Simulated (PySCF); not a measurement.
## Unknown compound

The spectra below were simulated for a compound C$_{3}$H$_{7}$NO.

1H NMR (600 MHz, computed): δ 4.65 (br, 1H), 4.52 (br, 1H), 2.05 (q, 2H), 1.12 (t, 3H).

13C{1H} NMR (computed): δ 172.9, 29.4, 10.2.

- shieldings: GIAO PBE0/pcSseg-1
- coordinates at the GFN2-xTB level
- code: PySCF 2.14.0 with density-fitted response routines
- non-relativistic Hamiltonian, no solvent, fast rotation and ring inversion assumed for equivalent nuclei, one conformer

Scale: TMS for 1H (σref 31.72) and 13C (σref 186.93) (reference shieldings calculated alike).

Propose a structure and justify it.

Results:


The formula gives 1 degree of unsaturation (no ring in the answer). 3 carbon signals for 3 carbons: no two carbons are equivalent. Carbon types of the structure: 1 × C, 1 × CH2, 1 × CH3, leaving 2 H on heteroatoms. δC 172.9: amide carbonyl carbon; lone-pair donation from the attached heteroatom keeps it upfield of a ketone carbonyl. δC 29.4: sp3 CH2 α to a carbonyl; the adjacent C=O deshields it moderately. δC 10.2: methyl carbon; aliphatic region, no heteroatom directly attached. δH 4.65, 4.52: hydrogen on an amide-type nitrogen; exchangeable; this is the value without hydrogen bonding to other molecules. δH 2.05: hydrogen on an sp3 CH2 α to a carbonyl; α to C=O. δH 1.12: hydrogen on a methyl carbon.

The compound is `InChI=1S/C3H7NO/c1-2-3(4)5/h2H2,1H3,(H2,4,5)`.

This is the structure that produced the data.

OH and NH positions are those of a molecule without intermolecular hydrogen bonds; in solution they move with solvent, concentration and temperature, and exchange usually removes their couplings. Rotation about the amide-type C–N bond is slow at room temperature, so the two groups on nitrogen are listed apart. Shifts are as computed. Against solution values, carbons near 30 ppm lie about +3 ppm off and those near 130 ppm about +5 ppm. Of 246 compounds with measured shifts, 49 miss one by over three times the rms of a fit or turn the order of signals round; such compounds aren't used in these exercises. The C=O carbon of an acid or of an amide with N–H lies up to 10 ppm further downfield in solution, through hydrogen bonding that the calculation lacks. Multiplicities follow the n + 1 count of equivalent neighbours, as no J values were calculated; m marks all less simple cases, F and P coupling included.
